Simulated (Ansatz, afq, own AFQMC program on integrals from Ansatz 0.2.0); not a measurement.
AFQMC on a folder of integrals that Ansatz 0.2.0 wrote.

```yaml
crystal:
  periodic: [false, false, false]
  atoms:
    - {symbol: Si, position_ang: [0.000000, 0.075320, 1.522108]}
    - {symbol: Ge, position_ang: [0.000000, -0.005699, -0.642998]}
    - {symbol: H, position_ang: [0.000000, -0.382590, 3.252547]}
    - {symbol: H, position_ang: [0.000000, -1.305388, 0.674514]}
basis:
  gaussian: {orbitals: cc-pVDZ}
magnetization: {spin_polarized: true, initial_magnetization: 0}
correlation: {method: ccsd_t, electrons: outside_noble_gas, hamiltonian_folder: ham}
```

```sh
$ ansatz run in.yaml --threads 1 --pin off --events-out ev --progress --plain --max-ram 1382MiB
```

Options of the walk:

```
--method free --trial cisd --walkers 70 --time-step 0.03 --max-blocks 80 --target-error 0.00038 --factor-cut 1e-05 --seed 4861 --times 0,0.21,0.42,0.81,1.2,1.8,2.4,3 --taylor-order 8
```

Times are imaginary, in 1/Eh. The walk had a cap of 536 s. Filled inner d shells are frozen with the cores.

Log:

```
orbitals 36  electrons 5 5  factors 285 of 601
reference energy -2365.31448500 Eh
CCSD correlation -0.22018091 Eh in 11 cycles, weight of the determinant in the CISD state 0.8310
repeat  energy at the last time / Eh  error
    10  -2365.546023  0.001151
    20  -2365.546922  0.000965
    30  -2365.547502  0.000828
    40  -2365.548350  0.000748
    50  -2365.548622  0.000692
    60  -2365.548542  0.000623
    70  -2365.548343  0.000575
    80  -2365.548309  0.000523
time / (1/Eh)  energy / Eh  error  mean overlap
  0.00  -2365.534752  0.000180  1.2044
  0.21  -2365.539224  0.000242  1.2011
  0.42  -2365.541714  0.000292  1.2025
  0.81  -2365.544197  0.000317  1.2089
  1.20  -2365.546108  0.000381  1.2084
  1.80  -2365.547188  0.000459  1.2204
  2.40  -2365.547979  0.000532  1.2411
  3.00  -2365.548309  0.000523  1.2481
energy -2365.548309 +/- 0.000523 Eh
```

The run passed its tests (error under three times the target), which doesn't prove that it has relaxed.

Against this walk (error 14.2 meV) on the same determinant: CCSD(T) 47.6 meV higher, CCSDT(Q) 17.9 meV lower (within the noise). The error is statistical, and a free projection of finite length keeps a remainder of its start. The last points still move (meV from the last: 112 ± 9 at 0.81, 60 ± 10 at 1.20, 31 ± 12 at 1.80, 9 ± 14 at 2.40, 0 ± 14 at 3.00), but the last one has reached CCSDT(Q) within the noise or passed it, so little can be left to fall.

Cautions: remainder of the start not in the error; error above the target (14.2 against 10.3 meV); no relativity below Rb; no spin-orbit coupling; inner d shell frozen; higher spins were not checked; an unrestricted solution with more broken spin lies lower (93 meV, ⟨S²⟩ 0.43), while this determinant keeps restricted orbitals; raised T1 diagnostic (T1 0.021, weight of the determinant 0.83, largest double 0.14).

The walk took 4.4 min on 1 thread of Arm Neoverse V1 (shared host). The log's last line is the free-projection energy.

CCSDT and higher add their correlation energy to the determinant of the CCSD(T) run, since their own runs factorise the integrals more tightly (a shift of under 2 meV). A walk keeps the symmetry of its determinant, which the program's search chose and which needn't be the lowest solution, so a lower state of the same spin and another symmetry isn't excluded.
